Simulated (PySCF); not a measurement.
**Frontier levels across methods**

Compound: CH6Si.
Z-matrix (Å and degrees, PBE0-D3(BJ)/def2-SVP geometry), rows numbered from 1:
```
C 
Si  1  1.8792
H   1  1.1007  2  110.83
H   1  1.1008  2  110.64  3  -119.88
H   1  1.1006  2  111.05  3   120.08
H   2  1.4960  1  110.91  3   -59.88
H   2  1.4961  1  110.73  3  -179.99
H   2  1.4962  1  110.58  3    60.11
```

Basis pcSseg-2 throughout (PySCF), one geometry. Isolated species at its PBE0-D3(BJ)/def2-SVP geometry, gas phase.

Q: How do the orbital energies, the gap and the dipole change with the method?

A: 
| method | kind | HOMO (eV) | LUMO (eV) | gap (eV) | μ (D) | SCF cycles |
| --- | --- | --- | --- | --- | --- | --- |
| BLYP | GGA | -7.79 | -0.33 | 7.46 | 0.79 | 12 |
| B97-D | GGA | -7.90 | -0.25 | 7.65 | 0.80 | 12 |
| OPBE | GGA | -7.91 | -0.27 | 7.65 | 0.84 | 13 |
| PBE | GGA | -7.92 | -0.38 | 7.54 | 0.82 | 12 |
| KT2 | GGA | -7.98 | -0.39 | 7.59 | 0.78 | 13 |
| LDA | LDA | -7.99 | -0.49 | 7.50 | 0.81 | 12 |
| BP86 | GGA | -8.01 | -0.28 | 7.73 | 0.82 | 12 |
| KT3 | GGA | -8.01 | -0.50 | 7.51 | 0.78 | 13 |
| B3LYP | global hybrid | -9.00 | 0.08 | 9.08 | 0.77 | 11 |
| PBE0 | global hybrid | -9.22 | 0.35 | 9.57 | 0.79 | 10 |
| mPW1PW91 | global hybrid | -9.25 | 0.32 | 9.58 | 0.79 | 10 |
| HF | Hartree–Fock | -12.40 | 2.57 | 14.98 | 0.73 | 9 |

The HOMO spans 4.61 eV, from BLYP down to HF, and the gap runs from 7.46 eV (BLYP) to 14.98 eV (HF). Over the methods BLYP (0 %), B97-D (0 %), OPBE (0 %), PBE (0 %), KT2 (0 %), LDA (0 %), BP86 (0 %), KT3 (0 %), B3LYP (20 %), PBE0 (25 %), mPW1PW91 (25 %), HF (100 %), a straight line through the gap against the share of exact exchange rises by 0.74 eV for each 10 % (correlation coefficient 0.999). The dipole ranges from 0.73 D (HF) to 0.84 D (OPBE). This basis has no diffuse functions.

Reference dipole: 0.73 D (measured, gas; NIST CCCBDB Release 22 (SRD 101), experimental dipoles); nearest here: HF (0.73 D). 

The vertical ΔSCF ionisation energy at CAM-B3LYP/def2-SVPD is 11.69 eV; −ε(HOMO) comes closest to it with HF (12.40 eV).
